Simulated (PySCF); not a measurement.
**Molecular orbitals of MgP⁺**

revPBE at R = 2.498 Å; Mg def2-SVP, P def2-SVP; no relativity (PySCF 2.14). State: ³Σ⁻ (triplet), unpaired electrons π ↑↑. Only the outer orbitals are listed, counted within each symmetry.

| spin | orbital | occ. | ε (eV) | on Mg (%) | main shells (%) |
| --- | --- | --- | --- | --- | --- |
| α | 2π | 1 | -55.27 | 100 | 100 Mg p |
| α | 2π | 1 | -55.27 | 100 | 100 Mg p |
| α | 6σ | 1 | -55.23 | 100 | 100 Mg p |
| α | 7σ | 1 | -19.75 | 5 | 94 P s |
| α | 8σ | 1 | -12.19 | 38 | 57 P p, 36 Mg s |
| α | 3π | 1 | -11.28 | 8 | 92 P p |
| α | 3π | 1 | -11.28 | 8 | 92 P p |
| α | 9σ | 0 | -9.34 | 77 | 60 Mg s, 24 P p, 17 Mg p |
| α | 4π | 0 | -6.33 | 94 | 95 Mg p |
| α | 4π | 0 | -6.33 | 94 | 95 Mg p |
| β | 2π | 1 | -55.29 | 100 | 100 Mg p |
| β | 2π | 1 | -55.29 | 100 | 100 Mg p |
| β | 6σ | 1 | -55.26 | 100 | 100 Mg p |
| β | 7σ | 1 | -17.86 | 11 | 88 P s |
| β | 8σ | 1 | -11.61 | 54 | 53 Mg s, 40 P p |
| β | 9σ | 0 | -9.27 | 64 | 39 Mg s, 36 P p, 26 Mg p |
| β | 3π | 0 | -9.13 | 20 | 80 P p, 16 Mg p |
| β | 3π | 0 | -9.13 | 20 | 80 P p, 16 Mg p |

Q: Which are the highest filled and the lowest empty level, where do they sit, and how wide is the gap?

A: Highest filled α 3π at -11.28 eV (in %: 92 P p); lowest empty α 9σ at -9.34 eV (in %: 60 Mg s, 24 P p, 17 Mg p); the gap at revPBE is 1.94 eV.

The bond order (Mayer) is 1.35 and the ⟨S²⟩ is 2.039. The charge on Mg (Mulliken, basis-dependent) is 0.76. The charge on Mg (Löwdin, basis-dependent) is 0.56 and the dipole moment (positive dipole points towards P; it is taken about the centre of mass and depends on that origin) is -6.74 D.

The state was picked by a PBE0 search and need not be the measured ground state.
